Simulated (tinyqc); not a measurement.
Stretching all distances: RHF, UHF, MP2, CISD and CCSD against full CI in the sto-3g basis, for H2O, spin multiplicity 1. Computed by the program tinyqc with PySCF. 

Geometry (angstrom):

| atom | x | y | z |
|---|---|---|---|
| O | 0.0000 | 0.0000 | 0.0000 |
| H | 0.0000 | 0.6720 | 0.6100 |
| H | 0.0000 | -0.6720 | 0.6100 |

All coordinates are multiplied by the scale. c0^2 is the weight of the RHF determinant in the lowest singlet FCI state (UHF is spin-contaminated and may lie near states of higher spin) and n(LUMO) the first natural occupation beyond the occupied space.

Full CI energy (hartree) and errors against it (kcal/mol):

| scale | distance 1-2 (angstrom) | E(FCI) | RHF | UHF | MP2 | CISD | CCSD | <S^2> UHF | c0^2 | n(LUMO) |
|---|---|---|---|---|---|---|---|---|---|---|
| 0.850 | 0.771 | -74.82590 | 19.784 | 19.784 | 4.798 | 0.141 | 0.033 | 0.000 | 0.988 | 0.013 |
| 1.040 | 0.944 | -75.00877 | 31.013 | 31.013 | 8.511 | 0.424 | 0.064 | 0.000 | 0.974 | 0.027 |
| 1.240 | 1.125 | -75.01076 | 48.282 | 48.282 | 14.554 | 1.324 | 0.153 | 0.000 | 0.947 | 0.054 |
| 1.430 | 1.298 | -74.95378 | 70.985 | 69.832 | 22.686 | 3.522 | 0.354 | 0.246 | 0.901 | 0.102 |
| 1.620 | 1.470 | -74.88731 | 100.365 | 64.460 | 33.116 | 8.113 | 0.623 | 1.126 | 0.828 | 0.182 |
| 1.820 | 1.652 | -74.82734 | 138.553 | 42.798 | 46.032 | 16.579 | 0.301 | 1.570 | 0.721 | 0.307 |
| 2.010 | 1.824 | -74.78697 | 180.451 | 24.259 | 58.688 | 27.805 | -2.486 | 1.780 | 0.597 | 0.455 |

UHF parts from RHF first at scale 1.43 of those listed, where <S^2> leaves zero. The weight c0^2 goes from 0.99 to 0.60 and n(LUMO) from 0.01 to 0.45: static correlation grows as the bonds break into open-shell fragments. The spread of the error along the curve, which distorts its shape, is CCSD 3.1, CISD 27.7, UHF 50.0, MP2 53.9, RHF 160.7 kcal/mol. Below FCI somewhere: CCSD, as non-variational methods may be.
